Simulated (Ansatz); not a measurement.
We consider tetragonal perovskite BaTiO3 (room-temperature form, which distorts further on cooling), described by PBEsol+SOC (Ansatz, a first-principles code, PAW).

Settings: plane-wave cutoff 520 eV, 8×8×8 k mesh, Fermi–Dirac smearing 0.01 eV, PAW data made under PBE.

Cell (measured lattice):

```
BaTiO3
1.0
    3.99400     0.00000     0.00000
    0.00000     3.99400     0.00000
    0.00000     0.00000     4.03400
Ba Ti O
1 1 3
Direct
  0.00000   0.00000   0.00318
  0.50000   0.50000   0.51803
  0.50000   0.50000   0.97343
  0.00000   0.50000   0.48468
  0.50000   0.00000   0.48468
```

Task: Predict the band gap and smallest direct gap on the k points sampled.

Result: 
- band gap = 1.82 eV (indirect)
- smallest direct gap on the k points sampled = 2.13 eV

Note: cell and atoms aren't relaxed at this level (pressure -2.9 GPa).
